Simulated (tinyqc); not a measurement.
Inside a calculation (part 2 of 2). Method: ROHF in the sto-6g basis, for LiH+, spin multiplicity 2. Computed by tinyqc, a small Python program that keeps every step (integrals from PySCF). Command: `OMP_NUM_THREADS=1 python tinyqc.py 29217 29218 out.jsonl` (the two numbers bound the seeds that draw the settings). One thread of a shared host (Intel(R) Xeon(R) Processor @ 2.60GHz), about 0.08 s of CPU time with the checks.

Geometry (angstrom):
```
atom         x         y         z
Li    0.000000  0.000000  0.000000
H     0.000000  0.000000  1.388000
```

## Iteration 3: building the Fock matrix

D(alpha) after iteration 2, order 1Li 1s, 1Li 2s, 1Li 2px, 1Li 2py, 1Li 2pz, 2H 1s:
```
[[1.008196, -0.000469, 0.000000, 0.000000, -0.025000, -0.107758],
 [-0.000469, 0.019482, 0.000000, 0.000000, 0.025121, 0.115370],
 [0.000000, 0.000000, 0.000000, 0.000000, 0.000000, 0.000000],
 [0.000000, 0.000000, 0.000000, 0.000000, 0.000000, 0.000000],
 [-0.025000, 0.025121, 0.000000, 0.000000, 0.032982, 0.151305],
 [-0.107758, 0.115370, 0.000000, 0.000000, 0.151305, 0.694152]]
```

D(beta) after iteration 2, order 1Li 1s, 1Li 2s, 1Li 2px, 1Li 2py, 1Li 2pz, 2H 1s:
```
[[0.990078, 0.018157, 0.000000, 0.000000, -0.000555, 0.004385],
 [0.018157, 0.000333, 0.000000, 0.000000, -0.000010, 0.000080],
 [0.000000, 0.000000, 0.000000, 0.000000, 0.000000, 0.000000],
 [0.000000, 0.000000, 0.000000, 0.000000, 0.000000, 0.000000],
 [-0.000555, -0.000010, 0.000000, 0.000000, 0.000000, -0.000002],
 [0.004385, 0.000080, 0.000000, 0.000000, -0.000002, 0.000019]]
```

core Hamiltonian H = T + V (hartree), order 1Li 1s, 1Li 2s, 1Li 2px, 1Li 2py, 1Li 2pz, 2H 1s:
```
[[-4.831651, -1.028790, 0.000000, 0.000000, -0.022319, -0.484821],
 [-1.028790, -1.408060, 0.000000, 0.000000, -0.132656, -0.832352],
 [0.000000, 0.000000, -1.159000, 0.000000, 0.000000, 0.000000],
 [0.000000, 0.000000, 0.000000, -1.159000, 0.000000, 0.000000],
 [-0.022319, -0.132656, 0.000000, 0.000000, -1.265575, -0.939577],
 [-0.484821, -0.832352, 0.000000, 0.000000, -0.939577, -1.607513]]
```

Two-electron integrals (ij|kl) in chemists' order, unique and non-zero (hartree):
```
(11|11) 1.681247   (21|11) 0.242603   (21|21) 0.044507   (22|11) 0.397190
(22|21) 0.090279   (22|22) 0.290625   (31|31) 0.009437   (32|31) 0.014261
(32|32) 0.064236   (33|11) 0.397190   (33|21) 0.090279   (33|22) 0.290625
(33|33) 0.313125   (41|41) 0.009437   (42|41) 0.014261   (42|42) 0.064236
(43|43) 0.016875   (44|11) 0.397190   (44|21) 0.090279   (44|22) 0.290625
(44|33) 0.279374   (44|44) 0.313125   (51|51) 0.009437   (52|51) 0.014261
(52|52) 0.064236   (53|53) 0.016875   (54|54) 0.016875   (55|11) 0.397190
(55|21) 0.090279   (55|22) 0.290625   (55|33) 0.279374   (55|44) 0.279374
(55|55) 0.313125   (61|11) 0.114118   (61|21) 0.020315   (61|22) 0.040886
(61|33) 0.040364   (61|44) 0.040364   (61|51) 0.002655   (61|52) 0.005059
(61|55) 0.041931   (61|61) 0.010207   (62|11) 0.186622   (62|21) 0.042528
(62|22) 0.136700   (62|33) 0.130756   (62|44) 0.130756   (62|51) 0.007424
(62|52) 0.037215   (62|55) 0.148588   (62|61) 0.022614   (62|62) 0.095830
(63|31) 0.004346   (63|32) 0.017683   (63|53) 0.006320   (63|63) 0.008502
(64|41) 0.004346   (64|42) 0.017683   (64|54) 0.006320   (64|64) 0.008502
(65|11) 0.210737   (65|21) 0.048683   (65|22) 0.162304   (65|33) 0.151977
(65|44) 0.151977   (65|51) 0.011688   (65|52) 0.057320   (65|55) 0.182959
(65|61) 0.027446   (65|62) 0.126881   (65|65) 0.172317   (66|11) 0.377836
(66|21) 0.087891   (66|22) 0.300918   (66|33) 0.276358   (66|44) 0.276358
(66|51) 0.019872   (66|52) 0.110883   (66|55) 0.350037   (66|61) 0.050144
(66|62) 0.255168   (66|65) 0.354260   (66|66) 0.774999
```

nuclear repulsion = 1.14375478 hartree

J_ij = sum D_kl (ij|kl) with D = D(alpha) + D(beta), K_ij = sum D_kl (ik|jl) for each spin; F = H + J - K(s); E = tr D H + tr D J / 2 - 0.5 sum_s tr D(s) K(s) + E_nn.

Coulomb J (hartree), order 1Li 1s, 1Li 2s, 1Li 2px, 1Li 2py, 1Li 2pz, 2H 1s:
```
[[3.734695, 0.572490, 0.000000, 0.000000, 0.018731, 0.277295],
 [0.572490, 1.093346, 0.000000, 0.000000, 0.104361, 0.616502],
 [0.000000, 0.000000, 1.071537, 0.000000, 0.000000, 0.000000],
 [0.000000, 0.000000, 0.000000, 1.071537, 0.000000, 0.000000],
 [0.018731, 0.104361, 0.000000, 0.000000, 1.136965, 0.756049],
 [0.277295, 0.616502, 0.000000, 0.000000, 0.756049, 1.473924]]
```

exchange K(alpha) (hartree), order 1Li 1s, 1Li 2s, 1Li 2px, 1Li 2py, 1Li 2pz, 2H 1s:
```
[[1.683958, 0.251524, 0.000000, 0.000000, 0.002830, 0.125147],
 [0.251524, 0.152727, 0.000000, 0.000000, 0.142503, 0.275630],
 [0.000000, 0.000000, 0.022267, 0.000000, 0.000000, 0.000000],
 [0.000000, 0.000000, 0.000000, 0.022267, 0.000000, 0.000000],
 [0.002830, 0.142503, 0.000000, 0.000000, 0.206767, 0.360540],
 [0.125147, 0.275630, 0.000000, 0.000000, 0.360540, 0.716062]]
```

exchange K(beta) (hartree), order 1Li 1s, 1Li 2s, 1Li 2px, 1Li 2py, 1Li 2pz, 2H 1s:
```
[[1.674395, 0.249160, 0.000000, 0.000000, 0.000714, 0.118350],
 [0.249160, 0.047838, 0.000000, 0.000000, 0.000202, 0.022163],
 [0.000000, 0.000000, 0.009924, 0.000000, 0.000000, 0.000000],
 [0.000000, 0.000000, 0.000000, 0.009924, 0.000000, 0.000000],
 [0.000714, 0.000202, 0.000000, 0.000000, 0.009997, 0.003069],
 [0.118350, 0.022163, 0.000000, 0.000000, 0.003069, 0.011420]]
```

F(alpha) (hartree), order 1Li 1s, 1Li 2s, 1Li 2px, 1Li 2py, 1Li 2pz, 2H 1s:
```
[[-2.780914, -0.707823, 0.000000, 0.000000, -0.006418, -0.332672],
 [-0.707823, -0.467442, 0.000000, 0.000000, -0.170798, -0.491479],
 [0.000000, 0.000000, -0.109729, 0.000000, 0.000000, 0.000000],
 [0.000000, 0.000000, 0.000000, -0.109729, 0.000000, 0.000000],
 [-0.006418, -0.170798, 0.000000, 0.000000, -0.335376, -0.544068],
 [-0.332672, -0.491479, 0.000000, 0.000000, -0.544068, -0.849651]]
```

F(beta) (hartree), order 1Li 1s, 1Li 2s, 1Li 2px, 1Li 2py, 1Li 2pz, 2H 1s:
```
[[-2.771351, -0.705460, 0.000000, 0.000000, -0.004302, -0.325875],
 [-0.705460, -0.362553, 0.000000, 0.000000, -0.028497, -0.238012],
 [0.000000, 0.000000, -0.097386, 0.000000, 0.000000, 0.000000],
 [0.000000, 0.000000, 0.000000, -0.097386, 0.000000, 0.000000],
 [-0.004302, -0.028497, 0.000000, 0.000000, -0.138607, -0.186597],
 [-0.325875, -0.238012, 0.000000, 0.000000, -0.186597, -0.145009]]
```

total energy of this density = -7.68563501 hartree

## Iteration 3: Roothaan effective Fock matrix

overlap S, order 1Li 1s, 1Li 2s, 1Li 2px, 1Li 2py, 1Li 2pz, 2H 1s:
```
[[1.000000, 0.235742, 0.000000, 0.000000, 0.000000, 0.107025],
 [0.235742, 1.000000, 0.000000, 0.000000, 0.000000, 0.449842],
 [0.000000, 0.000000, 1.000000, 0.000000, 0.000000, 0.000000],
 [0.000000, 0.000000, 0.000000, 1.000000, 0.000000, 0.000000],
 [0.000000, 0.000000, 0.000000, 0.000000, 1.000000, 0.544193],
 [0.107025, 0.449842, 0.000000, 0.000000, 0.544193, 1.000000]]
```

With projectors Pc = D(beta) S, Po = (D(alpha) - D(beta)) S, Pv = 1 - D(alpha) S, the block xy is Px^T F Py; with Fc = (F(alpha) + F(beta))/2, the blocks are Fc for cc, oo, vv and cv, F(beta) for co and F(alpha) for ov.

effective F (hartree), order 1Li 1s, 1Li 2s, 1Li 2px, 1Li 2py, 1Li 2pz, 2H 1s:
```
[[-2.776277, -0.704426, 0.000000, 0.000000, -0.002246, -0.323580],
 [-0.704426, -0.377626, 0.000000, 0.000000, -0.057567, -0.333182],
 [0.000000, 0.000000, -0.103558, 0.000000, 0.000000, 0.000000],
 [0.000000, 0.000000, 0.000000, -0.103558, 0.000000, 0.000000],
 [-0.002246, -0.057567, 0.000000, 0.000000, -0.190998, -0.338376],
 [-0.323580, -0.333182, 0.000000, 0.000000, -0.338376, -0.523648]]
```

## Iteration 3: diagonalisation and new density

X, order 1Li 1s, 1Li 2s, 1Li 2px, 1Li 2py, 1Li 2pz, 2H 1s:
```
[[0.088443, 0.817420, 0.000000, 0.000000, 0.589643, 0.187537],
 [-0.854621, -0.624504, 0.000000, 0.000000, 0.455881, 0.365658],
 [0.000000, 0.000000, 0.999850, 0.017323, 0.000000, 0.000000],
 [0.000000, 0.000000, -0.017323, 0.999850, 0.000000, 0.000000],
 [-0.998221, 0.410893, 0.000000, 0.000000, -0.536080, 0.371302],
 [1.297796, -0.150907, 0.000000, 0.000000, -0.152313, 0.513604]]
```

Diagonalise F' = X^T F X, C = X C', fill 2 alpha and 1 beta electrons from the bottom; D(s) = C_occ C_occ^T. Each column has its largest component positive (the first on a tie).

F' = X^T F X (hartree):
```
[[0.180375, -0.047568, 0.000000, 0.000000, 0.031687, -0.171433],
 [-0.047568, -1.240266, 0.000000, 0.000000, -1.179193, -0.506006],
 [0.000000, 0.000000, -0.103558, 0.000000, 0.000000, 0.000000],
 [0.000000, 0.000000, 0.000000, -0.103558, 0.000000, 0.000000],
 [0.031687, -1.179193, 0.000000, 0.000000, -1.410791, -0.537701],
 [-0.171433, -0.506006, 0.000000, 0.000000, -0.537701, -0.741690]]
```

orbital energies (hartree): [-2.777335, -0.510502, -0.150437, -0.103558, -0.103558, 0.225902]

coefficients C, order 1Li 1s, 1Li 2s, 1Li 2px, 1Li 2py, 1Li 2pz, 2H 1s:
```
[[0.994863, -0.134488, -0.214599, 0.000000, 0.000000, -0.070387],
 [0.018962, 0.137159, 0.899819, 0.000000, 0.000000, 0.795656],
 [0.000000, 0.000000, 0.000000, 0.993570, 0.113223, 0.000000],
 [0.000000, 0.000000, 0.000000, -0.113223, 0.993570, 0.000000],
 [-0.000643, 0.181789, -0.497536, 0.000000, 0.000000, 1.144524],
 [0.004252, 0.833630, -0.121387, 0.000000, 0.000000, -1.133289]]
```

D(alpha) after iteration 3, order 1Li 1s, 1Li 2s, 1Li 2px, 1Li 2py, 1Li 2pz, 2H 1s:
```
[[1.007840, 0.000418, 0.000000, 0.000000, -0.025088, -0.107883],
 [0.000418, 0.019172, 0.000000, 0.000000, 0.024922, 0.114421],
 [0.000000, 0.000000, 0.000000, 0.000000, 0.000000, 0.000000],
 [0.000000, 0.000000, 0.000000, 0.000000, 0.000000, 0.000000],
 [-0.025088, 0.024922, 0.000000, 0.000000, 0.033048, 0.151542],
 [-0.107883, 0.114421, 0.000000, 0.000000, 0.151542, 0.694957]]
```

D(beta) after iteration 3, order 1Li 1s, 1Li 2s, 1Li 2px, 1Li 2py, 1Li 2pz, 2H 1s:
```
[[0.989753, 0.018864, 0.000000, 0.000000, -0.000639, 0.004230],
 [0.018864, 0.000360, 0.000000, 0.000000, -0.000012, 0.000081],
 [0.000000, 0.000000, 0.000000, 0.000000, 0.000000, 0.000000],
 [0.000000, 0.000000, 0.000000, 0.000000, 0.000000, 0.000000],
 [-0.000639, -0.000012, 0.000000, 0.000000, 0.000000, -0.000003],
 [0.004230, 0.000081, 0.000000, 0.000000, -0.000003, 0.000018]]
```

Within a degenerate level the vectors are fixed only up to a rotation; this is one choice.

## Iteration 4: building the Fock matrix

As before.

Coulomb J (hartree), order 1Li 1s, 1Li 2s, 1Li 2px, 1Li 2py, 1Li 2pz, 2H 1s:
```
[[3.734222, 0.572449, 0.000000, 0.000000, 0.018728, 0.277275],
 [0.572449, 1.093336, 0.000000, 0.000000, 0.104373, 0.616535],
 [0.000000, 0.000000, 1.071514, 0.000000, 0.000000, 0.000000],
 [0.000000, 0.000000, 0.000000, 1.071514, 0.000000, 0.000000],
 [0.018728, 0.104373, 0.000000, 0.000000, 1.136983, 0.756109],
 [0.277275, 0.616535, 0.000000, 0.000000, 0.756109, 1.474111]]
```

exchange K(alpha) (hartree), order 1Li 1s, 1Li 2s, 1Li 2px, 1Li 2py, 1Li 2pz, 2H 1s:
```
[[1.683719, 0.251718, 0.000000, 0.000000, 0.002731, 0.125146],
 [0.251718, 0.152611, 0.000000, 0.000000, 0.142378, 0.275485],
 [0.000000, 0.000000, 0.022245, 0.000000, 0.000000, 0.000000],
 [0.000000, 0.000000, 0.000000, 0.022245, 0.000000, 0.000000],
 [0.002731, 0.142378, 0.000000, 0.000000, 0.206903, 0.360682],
 [0.125146, 0.275485, 0.000000, 0.000000, 0.360682, 0.716319]]
```

exchange K(beta) (hartree), order 1Li 1s, 1Li 2s, 1Li 2px, 1Li 2py, 1Li 2pz, 2H 1s:
```
[[1.674157, 0.249364, 0.000000, 0.000000, 0.000646, 0.118382],
 [0.249364, 0.047945, 0.000000, 0.000000, 0.000184, 0.022196],
 [0.000000, 0.000000, 0.009941, 0.000000, 0.000000, 0.000000],
 [0.000000, 0.000000, 0.000000, 0.009941, 0.000000, 0.000000],
 [0.000646, 0.000184, 0.000000, 0.000000, 0.010012, 0.003065],
 [0.118382, 0.022196, 0.000000, 0.000000, 0.003065, 0.011429]]
```

F(alpha) (hartree), order 1Li 1s, 1Li 2s, 1Li 2px, 1Li 2py, 1Li 2pz, 2H 1s:
```
[[-2.781149, -0.708059, 0.000000, 0.000000, -0.006322, -0.332691],
 [-0.708059, -0.467335, 0.000000, 0.000000, -0.170661, -0.491302],
 [0.000000, 0.000000, -0.109731, 0.000000, 0.000000, 0.000000],
 [0.000000, 0.000000, 0.000000, -0.109731, 0.000000, 0.000000],
 [-0.006322, -0.170661, 0.000000, 0.000000, -0.335495, -0.544149],
 [-0.332691, -0.491302, 0.000000, 0.000000, -0.544149, -0.849721]]
```

F(beta) (hartree), order 1Li 1s, 1Li 2s, 1Li 2px, 1Li 2py, 1Li 2pz, 2H 1s:
```
[[-2.771586, -0.705705, 0.000000, 0.000000, -0.004237, -0.325928],
 [-0.705705, -0.362670, 0.000000, 0.000000, -0.028467, -0.238013],
 [0.000000, 0.000000, -0.097427, 0.000000, 0.000000, 0.000000],
 [0.000000, 0.000000, 0.000000, -0.097427, 0.000000, 0.000000],
 [-0.004237, -0.028467, 0.000000, 0.000000, -0.138604, -0.186532],
 [-0.325928, -0.238013, 0.000000, 0.000000, -0.186532, -0.144831]]
```

total energy of this density = -7.68563793 hartree

## Iteration 4: Roothaan effective Fock matrix

As before.

effective F (hartree), order 1Li 1s, 1Li 2s, 1Li 2px, 1Li 2py, 1Li 2pz, 2H 1s:
```
[[-2.776513, -0.704684, 0.000000, 0.000000, -0.002182, -0.323633],
 [-0.704684, -0.377844, 0.000000, 0.000000, -0.057507, -0.333201],
 [0.000000, 0.000000, -0.103579, 0.000000, 0.000000, 0.000000],
 [0.000000, 0.000000, 0.000000, -0.103579, 0.000000, 0.000000],
 [-0.002182, -0.057507, 0.000000, 0.000000, -0.190800, -0.338193],
 [-0.323633, -0.333201, 0.000000, 0.000000, -0.338193, -0.523521]]
```

## Iteration 4: DIIS over 2 matrices

error matrix X^T (FDS - SDF) X:
```
[[0.000000, 0.000083, 0.000000, 0.000000, 0.000141, 0.000017],
 [-0.000083, 0.000000, 0.000000, 0.000000, 0.000335, 0.000236],
 [0.000000, 0.000000, 0.000000, 0.000000, 0.000000, 0.000000],
 [0.000000, 0.000000, 0.000000, 0.000000, 0.000000, 0.000000],
 [-0.000141, -0.000335, 0.000000, 0.000000, 0.000000, -0.000093],
 [-0.000017, -0.000236, 0.000000, 0.000000, 0.000093, 0.000000]]
```

B (overlaps of the stored error matrices):
```
[[2.3906660e-05, 2.9298561e-06],
 [2.9298561e-06, 4.0716678e-07]]
```

Minimise |sum c_i e_i|^2 with sum c_i = 1: solve [B -1; -1 0][c; lambda] = [0; -1] with B_ij = tr e_i^T e_j, and take F = sum c_i F_i.

DIIS coefficients: [-0.136701, 1.136701]

extrapolated F (hartree), order 1Li 1s, 1Li 2s, 1Li 2px, 1Li 2py, 1Li 2pz, 2H 1s:
```
[[-2.776545, -0.704719, 0.000000, 0.000000, -0.002173, -0.323641],
 [-0.704719, -0.377874, 0.000000, 0.000000, -0.057499, -0.333203],
 [0.000000, 0.000000, -0.103582, 0.000000, 0.000000, 0.000000],
 [0.000000, 0.000000, 0.000000, -0.103582, 0.000000, 0.000000],
 [-0.002173, -0.057499, 0.000000, 0.000000, -0.190773, -0.338167],
 [-0.323641, -0.333203, 0.000000, 0.000000, -0.338167, -0.523504]]
```

## Iteration 4: diagonalisation and new density

As before.

F' = X^T F X (hartree):
```
[[0.180298, -0.047563, 0.000000, 0.000000, 0.031778, -0.171392],
 [-0.047563, -1.240202, 0.000000, 0.000000, -1.179262, -0.505982],
 [0.000000, 0.000000, -0.103582, 0.000000, 0.000000, 0.000000],
 [0.000000, 0.000000, 0.000000, -0.103582, 0.000000, 0.000000],
 [0.031778, -1.179262, 0.000000, 0.000000, -1.411057, -0.537999],
 [-0.171392, -0.505982, 0.000000, 0.000000, -0.537999, -0.741615]]
```

orbital energies (hartree): [-2.777612, -0.510321, -0.150497, -0.103582, -0.103582, 0.225856]

coefficients C, order 1Li 1s, 1Li 2s, 1Li 2px, 1Li 2py, 1Li 2pz, 2H 1s:
```
[[0.994840, -0.134570, -0.214664, 0.000000, 0.000000, -0.070365],
 [0.019063, 0.137382, 0.899976, 0.000000, 0.000000, 0.795437],
 [0.000000, 0.000000, 0.000000, 0.996377, 0.085044, 0.000000],
 [0.000000, 0.000000, 0.000000, -0.085044, 0.996377, 0.000000],
 [-0.000660, 0.181528, -0.497303, 0.000000, 0.000000, 1.144667],
 [0.004232, 0.833689, -0.121948, 0.000000, 0.000000, -1.133185]]
```

D(alpha) after iteration 4, order 1Li 1s, 1Li 2s, 1Li 2px, 1Li 2py, 1Li 2pz, 2H 1s:
```
[[1.007815, 0.000477, 0.000000, 0.000000, -0.025085, -0.107979],
 [0.000477, 0.019237, 0.000000, 0.000000, 0.024926, 0.114615],
 [0.000000, 0.000000, 0.000000, 0.000000, 0.000000, 0.000000],
 [0.000000, 0.000000, 0.000000, 0.000000, 0.000000, 0.000000],
 [-0.025085, 0.024926, 0.000000, 0.000000, 0.032953, 0.151335],
 [-0.107979, 0.114615, 0.000000, 0.000000, 0.151335, 0.695055]]
```

D(beta) after iteration 4, order 1Li 1s, 1Li 2s, 1Li 2px, 1Li 2py, 1Li 2pz, 2H 1s:
```
[[0.989706, 0.018964, 0.000000, 0.000000, -0.000657, 0.004210],
 [0.018964, 0.000363, 0.000000, 0.000000, -0.000013, 0.000081],
 [0.000000, 0.000000, 0.000000, 0.000000, 0.000000, 0.000000],
 [0.000000, 0.000000, 0.000000, 0.000000, 0.000000, 0.000000],
 [-0.000657, -0.000013, 0.000000, 0.000000, 0.000000, -0.000003],
 [0.004210, 0.000081, 0.000000, 0.000000, -0.000003, 0.000018]]
```

Within a degenerate level the vectors are fixed only up to a rotation; this is one choice.

## Iteration 7 (converged): orbitals

converged F (hartree), order 1Li 1s, 1Li 2s, 1Li 2px, 1Li 2py, 1Li 2pz, 2H 1s:
```
[[-2.776542, -0.704719, 0.000000, 0.000000, -0.002174, -0.323642],
 [-0.704719, -0.377828, 0.000000, 0.000000, -0.057498, -0.333184],
 [0.000000, 0.000000, -0.103584, 0.000000, 0.000000, 0.000000],
 [0.000000, 0.000000, 0.000000, -0.103584, 0.000000, 0.000000],
 [-0.002174, -0.057498, 0.000000, 0.000000, -0.190834, -0.338203],
 [-0.323642, -0.333184, 0.000000, 0.000000, -0.338203, -0.523516]]
```

As before.

F' = X^T F X (hartree):
```
[[0.180301, -0.047549, 0.000000, 0.000000, 0.031764, -0.171391],
 [-0.047549, -1.240186, 0.000000, 0.000000, -1.179260, -0.506014],
 [0.000000, 0.000000, -0.103584, 0.000000, 0.000000, 0.000000],
 [0.000000, 0.000000, 0.000000, -0.103584, 0.000000, 0.000000],
 [0.031764, -1.179260, 0.000000, 0.000000, -1.411071, -0.537963],
 [-0.171391, -0.506014, 0.000000, 0.000000, -0.537963, -0.741627]]
```

orbital energies (hartree): [-2.777609, -0.510337, -0.150485, -0.103584, -0.103584, 0.225848]

coefficients C, order 1Li 1s, 1Li 2s, 1Li 2px, 1Li 2py, 1Li 2pz, 2H 1s:
```
[[0.994840, -0.134546, -0.214673, 0.000000, 0.000000, -0.070379],
 [0.019062, 0.137290, 0.899931, 0.000000, 0.000000, 0.795504],
 [0.000000, 0.000000, 0.000000, -0.059704, 0.998216, 0.000000],
 [0.000000, 0.000000, 0.000000, 0.998216, 0.059704, 0.000000],
 [-0.000660, 0.181605, -0.497370, 0.000000, 0.000000, 1.144625],
 [0.004232, 0.833684, -0.121763, 0.000000, 0.000000, -1.133208]]
```

D(alpha) after iteration 7, order 1Li 1s, 1Li 2s, 1Li 2px, 1Li 2py, 1Li 2pz, 2H 1s:
```
[[1.007809, 0.000492, 0.000000, 0.000000, -0.025091, -0.107958],
 [0.000492, 0.019212, 0.000000, 0.000000, 0.024920, 0.114537],
 [0.000000, 0.000000, 0.000000, 0.000000, 0.000000, 0.000000],
 [0.000000, 0.000000, 0.000000, 0.000000, 0.000000, 0.000000],
 [-0.025091, 0.024920, 0.000000, 0.000000, 0.032981, 0.151399],
 [-0.107958, 0.114537, 0.000000, 0.000000, 0.151399, 0.695047]]
```

D(beta) after iteration 7, order 1Li 1s, 1Li 2s, 1Li 2px, 1Li 2py, 1Li 2pz, 2H 1s:
```
[[0.989706, 0.018964, 0.000000, 0.000000, -0.000656, 0.004211],
 [0.018964, 0.000363, 0.000000, 0.000000, -0.000013, 0.000081],
 [0.000000, 0.000000, 0.000000, 0.000000, 0.000000, 0.000000],
 [0.000000, 0.000000, 0.000000, 0.000000, 0.000000, 0.000000],
 [-0.000656, -0.000013, 0.000000, 0.000000, 0.000000, -0.000003],
 [0.004211, 0.000081, 0.000000, 0.000000, -0.000003, 0.000018]]
```

Within a degenerate level the vectors are fixed only up to a rotation; this is one choice.

## Convergence

Stop when the energy changes by less than 1e-09 hartree and every element of the error matrix X^T (F D S - S D F) X is below 9e-06.

Course of the cycle:
```
iteration  E (hartree)     change  largest element of the error matrix
1          -7.67340133          -                             1.79e-01
2          -7.68544674  -1.20e-02                             2.30e-02
3          -7.68563501  -1.88e-04                             2.98e-03
4          -7.68563793  -2.92e-06                             3.35e-04
5          -7.68563799  -5.93e-08                             3.91e-05
6          -7.68563799  -6.86e-09                             3.79e-07
7          -7.68563799  -2.45e-13                             4.77e-08
```

PySCF ROHF in the same basis = -7.68563799 hartree

Converged in 7 iterations.

## Populations, bond orders and dipole

Mulliken: Z minus the diagonal of D S on the atom; Loewdin: the same with S^(1/2) D S^(1/2); Mayer order: 2 sum_s sum (D(s) S)_ij (D(s) S)_ji over the two atoms.

Charges (e):
```
atom  Mulliken   Loewdin  Mulliken spin
1Li   0.817910  0.729277       0.183097
2H    0.182090  0.270723       0.816903
```

Mayer bond orders:
```
pair     order
2-1   0.299512
```

dipole moment about the origin, x y z (debye): [0.000000, 0.000000, 0.236976]
